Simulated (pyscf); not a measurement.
`[CH3][OH]` + `[BH2][OH]` → `[OH][BH][OH]` + `[CH4]` (four-centre exchange; singlet surface; C–O, B–H broken, B–O, C–H formed). PySCF, gas phase, ωB97X-D3(BJ)/def2-SVP geometries. Correlated levels are frozen-core, on RHF or UHF. ΔMP2 is the change of the MP2 total energy from the triple- to the quadruple-zeta basis. Energies in kcal/mol from the separated reactants.

| level | barrier | reaction energy |
|---|---|---|
| PBE/def2-TZVP | 43.8 | -57.9 |
| B3LYP-D3(BJ)/def2-TZVP | 51.4 | -58.3 |
| PBE0-D3(BJ)/def2-TZVP | 50.5 | -58.4 |
| HF/def2-TZVP | 77.5 | -57.7 |
| CCSD/def2-TZVPP | 60.0 | -58.5 |
| CCSD(T)/def2-TZVPP | 55.3 | -58.6 |
| CCSD(T)/def2-TZVPP + ΔMP2(QZVPP) | 55.4 | -58.6 |

On the reactant side the descent ends in a complex, 6.2 kcal/mol under the separated species and 61.9 kcal/mol under the saddle at ωB97X-D3(BJ)/def2-TZVP. One saddle was located; it need not be the lowest between these sides. The CCSD(T) − MP2 part came from Ansatz, without density fitting, on the same reference.
